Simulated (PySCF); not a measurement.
Working with the constants of SiH⁺

RHF-CCSD(T) constants of SiH⁺, ¹Σ⁺ (singlet), closed shell (basis Si jorge-DZP-DKH, H jorge-DZP-DKH; spin-free X2C with a Gaussian nucleus; PySCF 2.14; masses 27.9769 and 1.0078 u):

| Property | Result |
| --- | --- |
| ωe | 2133.3 cm⁻¹ |
| ωexe | 35.3 cm⁻¹ |
| Be | 7.507 cm⁻¹ |
| αe | 0.187 cm⁻¹ |
| D (centrifugal) | 0.000372 cm⁻¹ |
| De to Si⁺ + H | 3.11 eV |

Question: Estimate the standard entropy (1 bar) and heat capacity of the ideal gas at 1000 K, rigid rotor with B0 and harmonic oscillator at the fundamental.

Answer: Translation (Sackur–Tetrode, M = 28.98 u): 176.0 J/(mol K). Rotation: q = kT/(σB0) = 93.8 with σ = 1, 46.1. Vibration: x = hcν0/kT = 2.97, 1.78. S° = 223.8 J/(mol K); Cp = 7R/2 + 4.18 = 33.3 J/(mol K).

Correlated steps freeze 5 core orbitals. Correlated levels converge slowly with the basis: in double zeta they bind strong bonds too weakly, by up to about 1 eV, and carry superposition errors of some tenths. For an ion De counts to the pair picked by the measured ionisation energies or electron affinities, which need not be the lowest pair at this level. Where the molecule has an RHF reference, its open-shell atoms are computed with UHF.
